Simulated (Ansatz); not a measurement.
# CHClF: the cost of one run

Program: Ansatz 0.2.0, Gaussian basis. Level of theory: PBE0-D4/def2-SVPD. These are calculated values, not measurements.

1 further run of the same task is left out (it didn't finish).

### Step 1. Where the work starts

SMILES `F[CH-]Cl`, 4 atoms, charge -1, spin multiplicity 1.

Atoms are counted from 1 here; the program's logs count them from 0.

Bond lengths: F1–C2 1.441 Å, C2–Cl3 1.870 Å, C2–H4 1.126 Å. Angles: F1–C2–Cl3 103.8°, F1–C2–H4 101.4°, Cl3–C2–H4 100.1°.

Geometry (Å):

```xyz
4

F    -1.2616   -0.1762   -0.3967
C    -0.1481    0.3145    0.3745
Cl    1.0479   -1.1234    0.3947
H     0.3618    0.9851   -0.3724
```

### Step 2. Dynamics

File md/in.yaml:

```yaml
crystal:
  periodic: [false, false, false]
  atoms:
    - {symbol: F, position_ang: [-1.261640, -0.176240, -0.396720]}
    - {symbol: C, position_ang: [-0.148130, 0.314520, 0.374510]}
    - {symbol: Cl, position_ang: [1.047920, -1.123440, 0.394650]}
    - {symbol: H, position_ang: [0.361840, 0.985150, -0.372440]}
basis:
  gaussian: {orbitals: def2-SVPD}
total_charge: -1
hamiltonian: {xc: pbe0, dispersion: d4}
md: {n_steps: 60, timestep: 0.75, temperature: 500, ensemble: nvt_nose_hoover, seed: 121, initial_velocities: maxwell_boltzmann}
```

Started as:

```bash
> ansatz run in.yaml --threads 2 --pin off --events-out ev --progress --plain --max-ram 3481MiB
```

**Question.** How long does this run take on 2 threads of Arm Neoverse V1, shared host, and how much memory does it need?

About 62 s, with a peak of 0.13 GiB.
